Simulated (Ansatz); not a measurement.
Reaction: CH6SSi (methylsulfanylsilane, SMILES CS[SiH3]) → SiH3S (SMILES [SiH3][S], doublet) + CH3 (SMILES [CH3], doublet) (the C-S bond breaks)
Each species at its own B3LYP-D3(BJ)/def2-TZVP minimum (Ansatz, a quantum-chemistry and plane-wave program).

Total energies in hartree (Ansatz). Radicals and triplets start from unrestricted determinants; spin-orbit coupling is neglected. Correlated methods leave the cores frozen. No relativity.

| species | HF/cc-pV(T+d)Z | CCSD(T)/cc-pV(T+d)Z | HF/cc-pV(Q+d)Z | CCSD(T)/cc-pV(Q+d)Z | CCSD(T)/cc-pV(D+d)Z | CCSDT(Q)/cc-pV(D+d)Z |
|---|---|---|---|---|---|---|
| 1: CH6SSi (methylsulfanylsilane, SMILES CS[SiH3]) | -727.89316 | -728.45100 | -727.90295 | -728.49399 | -728.30373 | -728.30567 |
| 2: SiH3S (SMILES [SiH3][S], doublet) | -688.24378 | -688.56988 | -688.25096 | -688.59865 | -688.47329 | -688.47471 |
| 3: CH3 (SMILES [CH3], doublet) | -39.57748 | -39.76098 | -39.58026 | -39.77245 | -39.71583 | -39.71634 |

**Question.** Work out the bond dissociation energy (electronic) in kcal/mol: take Hartree-Fock from cc-pV(Q+d)Z, extrapolate the CCSD(T) correlation energy as X^-3 (X = 3, 4), and add CCSDT(Q) - CCSD(T) in cc-pV(D+d)Z. 1 hartree = 627.51 kcal/mol.

**Answer.** 
Species 1: correlation (64·(-0.59104) - 27·(-0.55784))/37 = -0.61527; step -0.00194; E1 = -727.90295 + (-0.61527) + (-0.00194) = -728.52016
Species 2: correlation (64·(-0.34769) - 27·(-0.32610))/37 = -0.36344; step -0.00142; E2 = -688.25096 + (-0.36344) + (-0.00142) = -688.61582
Species 3: correlation (64·(-0.19219) - 27·(-0.18350))/37 = -0.19853; step -0.00051; E3 = -39.58026 + (-0.19853) + (-0.00051) = -39.77930
-1·E1 +1·E2 +1·E3 = 0.12504 hartree = 78.5 kcal/mol.
